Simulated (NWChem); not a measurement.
**Run times for BH3O (SMILES BO)**

BH3O: 5 atoms, total charge 0, spin state singlet. SMILES: `BO`. Geometry: relaxed at PBE0-D4/def2-TZVP.

```xyz
5

B    -0.2266   -0.3528    0.0747
O     0.4135    0.8018    0.3459
H    -0.8203   -0.8655    0.9778
H    -0.1906   -0.8289   -1.0281
H     0.8740    1.1718   -0.4117
```

Program: NWChem 7.3.0. Hardware: 1 thread of Intel Xeon Platinum 8488C (Sapphire Rapids), shared host, so times are rough. Two-electron integrals are exact unless an approximation is named.

Estimate their order by wall time, quickest first.
A. gradient at HF/STO-3G
B. gradient at SVWN5/3-21G, grid xfine
C. gradient at PBE/6-31G, grid xfine
D. gradient at r2SCAN/6-311+G**, grid xfine

A (1 s), B (3 s), C (8.1 s), D (24 s).
